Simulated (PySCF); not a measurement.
Zinc-blende GaAs: correlation energy from several methods in one and the same small orbital space (PySCF; 2 atoms at the zone centre, 8 electrons in 58 orbitals, empty ones MP2 natural orbitals of a TZ basis, lattice constant set to 5.6532 Å). It tests the methods against each other and lies far from the crystal's limit.

CCSDT(Q) gives -2.5979 eV per atom.

Problem. What share of it do MP2, CCSD, CCSD(T), CCSDT recover?

Solution. MP2 70.6 %; CCSD 94.7 %; CCSD(T) 98.4 %; CCSDT 99.6 %.

```csv
method,E_corr (eV per atom),share of CCSDT(Q) (%),difference (meV)
MP2,-1.8344,70.6,764
CCSD,-2.4612,94.7,137
CCSD(T),-2.5571,98.4,41
CCSDT,-2.5869,99.6,11
CCSDT(Q),-2.5979,100.0,0
```

MP2, (T) and (Q) use filled levels shifted down by the Madelung term, which in so small a cell is a large part of the gap, so these rows hang on it.

CCSDT(Q) is the highest level reached here, not an exact value.
